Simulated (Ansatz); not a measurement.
Input for Ansatz (development build ahead of 0.2.0):

```yaml
crystal:
  periodic: [false, false, false]
  atoms:
    - { symbol: C, position_ang: [-0.0825, -0.04956, -0.4961] }
    - { symbol: C, position_ang: [-0.06361, -0.03523, 0.83952] }
    - { symbol: H, position_ang: [-0.07383, -0.97064, -0.98144] }
    - { symbol: H, position_ang: [-0.0045, 0.95308, -1.03834] }
basis:
  gaussian: { orbitals: STO-3G }
hamiltonian:
  xc: hf
correlation:
  method: mp2
  frozen_orbitals: { C: 1, H: 0 }
```

The input is written out in the form of the current development build from the run's settings.

Output:

| Property | Result |
| --- | --- |
| Converged | yes |
| Reference energy | -75.78158 hartree |
| Correlation energy | -0.10814 hartree |
| Total energy | -75.88972 hartree |
| Spin squared of the determinant | 0.000 |
